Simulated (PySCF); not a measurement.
Deuteron quadrupole couplings in `C=C[C@H](C)F`

Compound: C₄H₇F.
Structure used (PBE0-D3(BJ)/def2-SVP), in Å, numbered top down from 1:
```xyz
12
C4H7F angstrom
C      1.9313   -0.0044    0.4740
C      0.8729   -0.3889   -0.2364
C     -0.5311   -0.3992    0.2842
C     -1.4626    0.4880   -0.5166
F     -0.5520    0.0135    1.5994
H      1.8154    0.3253    1.5095
H      2.9364   -0.0110    0.0459
H      0.9880   -0.7233   -1.2742
H     -0.9095   -1.4402    0.2659
H     -2.4794    0.4454   -0.1004
H     -1.5018    0.1660   -1.5677
H     -1.1077    1.5287   -0.4835
```

Level: B3LYP/pcJ-1 (PySCF, non-relativistic); Q(2H) = 0.00286 b; rigid geometry, the same for H and D, with no vibrational averaging.

Problem. Rank these positions by the coupling χzz of a deuteron there, largest first.
A. H9 (methine hydrogen)
B. H7 (vinylic hydrogen)
C. H8 (vinylic hydrogen)
D. H12 (methyl hydrogen)

Solution. B (200 kHz), C (194 kHz), D (188 kHz), A (173 kHz).

Problem. Tabulate Vzz, the asymmetry η and χzz = 234.96 MHz × Q × Vzz for every hydrogen position.

Solution. 
| atom | bonded to | bond length (Å) | Vzz (au) | η | χzz (kHz) |
| --- | --- | --- | --- | --- | --- |
| H6 | C1 | 1.093 | 0.2931 | 0.05 | 197 |
| H7 | C1 | 1.093 | 0.2980 | 0.06 | 200 |
| H8 | C2 | 1.096 | 0.2880 | 0.08 | 194 |
| H9 | C3 | 1.108 | 0.2570 | 0.07 | 173 |
| H10 | C4 | 1.100 | 0.2816 | 0.04 | 189 |
| H11 | C4 | 1.100 | 0.2819 | 0.04 | 189 |
| H12 | C4 | 1.100 | 0.2795 | 0.03 | 188 |

Problem. Give the 2H NMR doublet splittings at H12 for a magnetic field along the z, y and x axes of the gradient: 3χ/2, 3χ(1 + η)/4, 3χ(1 − η)/4.

Solution. With |χ| = 187.8 kHz and η = 0.035: 282, 146 and 136 kHz, to first order and without motion.

Geometry: PBE0-D3(BJ)/def2-SVP, one conformer, isolated molecule. With a basis this small, the couplings can be 20 % off.

The run behind these numbers computed spin–spin couplings as well. On one thread, Intel Xeon Platinum 8559C (x86_64) (shared host), this took 20 s wall and 0.83 GiB of memory at its peak.
